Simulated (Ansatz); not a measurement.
A further run on BH₃.

```yaml
crystal:
  periodic: [false, false, false]
  atoms:
    - {symbol: B, position_ang: [-0.000006, 0.000002, 0.000043]}
    - {symbol: H, position_ang: [1.191638, -0.031167, 0.015154]}
    - {symbol: H, position_ang: [-0.568680, 1.047589, -0.019586]}
    - {symbol: H, position_ang: [-0.622963, -1.016425, 0.004389]}
basis:
  gaussian: {orbitals: def2-mTZVPP}
hamiltonian: {xc: {name: LC-wPBE}}
scf: {omitted_lower_state_checks: [starts]}
output: {forces: true}
```

```sh
$ ansatz run in.yaml --threads 2 --pin off --events-out ev --progress --plain --max-ram 4352MiB
```

It prints (some lines left out):

```
Functional definition: LC-wPBE
348 factors; their error is unknown
125 factors; integrals over basis functions are off by at most 3.1e-5 eV
mean field evaluation 1: about -723.3799 eV, gradient 6.3e0 eV
mean field evaluation 2: about -723.5249 eV, gradient 1.5e0 eV
mean field evaluation 4: about -723.5358 eV, gradient 5.3e-2 eV
mean field evaluation 8: about -723.5310 eV, gradient 2.5e-3 eV
mean field -723.53101956 eV, -26.5892745419 hartree, gradient 2.3e-5 eV, S^2 0.000000; 0 other end points of the search recorded, 0 dependent functions left out
reference -723.53101957 eV, -26.5892745421 hartree; 4, 4 occupied and 30, 30 virtual orbitals, 348 factors
Total energy: -723.53101957 eV, -26.5892745421 hartree
Atom 0 at    -0.000006     0.000002     0.000043 Å, force     0.000034    -0.000009    -0.000670 eV/Å
Atom 1 at     1.191638    -0.031167     0.015154 Å, force    -0.028531     0.000749    -0.000140 eV/Å
Atom 2 at    -0.568680     1.047589    -0.019586 Å, force     0.013598    -0.025101     0.000692 eV/Å
Atom 3 at    -0.622963    -1.016425     0.004389 Å, force     0.014899     0.024361     0.000117 eV/Å
Dipole moment:    -0.000001     0.000000     0.000026 e Å
Checks for a lower state left out: starts
```

It took 0.5 s on 2 threads of Intel Xeon Platinum 8259CL on a shared host.

LC-ωPBE has ω = 0.4 bohr⁻¹.
